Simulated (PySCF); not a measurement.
The numbers below are computed, except where a source is named.
## CH5OSi

The system: CH5OSi, a small molecule (built as: C site whose three back bonds go to SiH3, OH, H); neutral, doublet. The structure, one conformer, was relaxed in the gas phase by PBE0-D3(BJ)/def2-SVP. No frequency run checks that it is a minimum.

SMILES: O[CH][SiH3]

```xyz
8

C     0.752    0.471    0.301
Si   -0.856   -0.437    0.194
O     1.554    0.773   -0.747
H     1.210    0.767    1.250
H    -0.709   -1.912   -0.053
H    -1.655    0.096   -0.960
H    -1.596   -0.240    1.475
H     1.120    0.544   -1.577
```
Atom numbers follow the order of the file, from 1.

EPR values by unrestricted B3LYP, IGLO-III on C O Si, pcH-1 on H.

Task: Predict g and the largest hyperfine couplings. Where does the spin sit?

Result: g = 2.0021, 2.0034, 2.0046. The spin sits on C1 (86 %, bonded to 1 O + 1 Si + 1 H) by Mulliken populations.
```csv
atom,isotope,isotropic (MHz),"dipolar, principal values (MHz)"
C1,13C,67.2,"-67.5, -66.2, 133.6"
H5,1H,85.0,"-3.1, -1.8, 4.9"
O3,17O,-20.5,"-67.4, 33.0, 34.4"
H4,1H,-53.7,"-31.7, -0.9, 32.6"
Si2,29Si,45.4,"-2.3, -1.0, 3.3"
H6,1H,35.2,"-3.1, -2.5, 5.6"
```

Task: How do the isotropic couplings move with BHandHLYP?

Result: C1 67.2 to 95.3 MHz, H5 85.0 to 80.8 MHz, O3 -20.5 to -31.6 MHz, H4 -53.7 to -66.1 MHz.
